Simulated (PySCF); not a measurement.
Gas-phase reaction: 2 vinylsilane = CH₃SiH + C₂H₂ (acetylene) + CH₃SiH₃

Computed with PySCF and rigid-rotor harmonic-oscillator thermochemistry at 1 bar. † marks an energy on the PBE0/def2-TZVP geometry and frequencies; other levels use their own. CCSD(T) freezes the core. All species are closed-shell singlets. CH₃SiH: computed as isolated molecules; such fragments, hydroxides, amides, oligomers or adducts are transient or little studied in the gas. CCSD(T) isn't extrapolated to the basis-set limit; its ΔH°(298 K) is 228.2 kJ in def2-SVP and 223.6 kJ in def2-TZVPP. The harmonic model lacks anharmonicity and excited electronic states, which grow with temperature; levels with a mode under 35 cm⁻¹ are left out. Internal rotation in vinylsilane, CH₃SiH, CH₃SiH₃ is treated as a harmonic vibration of one conformer, which makes the entropy rough.

| level | ΔE electronic, kJ | ΔH°(298 K), kJ | ΔS°(298 K), J/K | ΔG°(600 K), kJ |
|---|---|---|---|---|
| CCSD(T)/def2-TZVPP† | 228 | 224 | 144 | 136 |
| HF/def2-TZVP† | 232 | 227 | 144 | 140 |
| PBE0/def2-QZVP† | 241 | 236 | 144 | 148 |
| PBE0/def2-SVP† | 252 | 247 | 144 | 159 |
| PBE0/def2-TZVP | 243 | 238 | 144 | 151 |
| ωB97X-V/def2-TZVP† | 246 | 242 | 144 | 154 |
ΔH° is lowest at CCSD(T)/def2-TZVPP† and highest at PBE0/def2-SVP†. No reference value is set beside these.
